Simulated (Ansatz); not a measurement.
Results of PBE-D4 (Ansatz, a first-principles code, plane waves, PAW) for trigonal Se.

Run with plane-wave cutoff 520 eV, 12×12×8 k mesh (along the axes of the cell as run), Fermi–Dirac smearing 0.01 eV, scalar-relativistic PAW data made under PBE.

Energies at three volumes about the minimum:

| V (Å³/atom) | E − E_lowest (meV/atom) |
|---|---|
| 23.908 | 0.76 |
| 24.396 | 0.00 |
| 24.884 | 0.67 |

Problem. Fit a parabola by hand: where is the minimum, and what is the bulk modulus?

Solution. Slopes: (0.00 − 0.76)/(24.396 − 23.908) = -1.557 and (0.67 − 0.00)/(24.884 − 24.396) = 1.373 meV/Å³. Curvature E″ = 2 × (1.373 − (-1.557))/(24.884 − 23.908) = 6.004 meV/Å⁶. From the middle of the first interval, the slope vanishes at V0 = 24.1520 − (-1.557)/6.004 = 24.411 Å³/atom. B = V0 E″ = 24.411 × 6.004 meV/Å³ × 0.1602 GPa per meV/Å³ = 23.5 GPa. The full Birch–Murnaghan fit to all volumes gives V0 = 24.397 Å³/atom and B0 = 23.4 GPa.

Shape and atoms are relaxed at each volume.

Note: the bulk modulus comes from volumes at which shape and atoms were relaxed.
